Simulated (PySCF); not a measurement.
Coordinates in bohr (charge 0 multiplicity 1):
```
Si    0.0000    0.0000   -1.1155
F     2.3431    0.0000    0.8224
F    -2.3431    0.0000    0.8224
```

These are results of B3LYP in PySCF with Si def2-TZVP, F def2-TZVP; no relativity; density-fitted integrals, not measurements.

This geometry of SiF₂ is a stationary point at this level.

Problem. What is the point group?

Solution. C2v.

Problem. Is it a minimum?

Solution. Yes: all harmonic wavenumbers are real.

Problem. Which band is strongest in the infrared?

Solution. 853 cm⁻¹ (b2), 174 km/mol.

Problem. What are the dipole moment and the gap between the highest occupied and lowest empty levels?

Solution. 1.21 D and 5.78 eV.
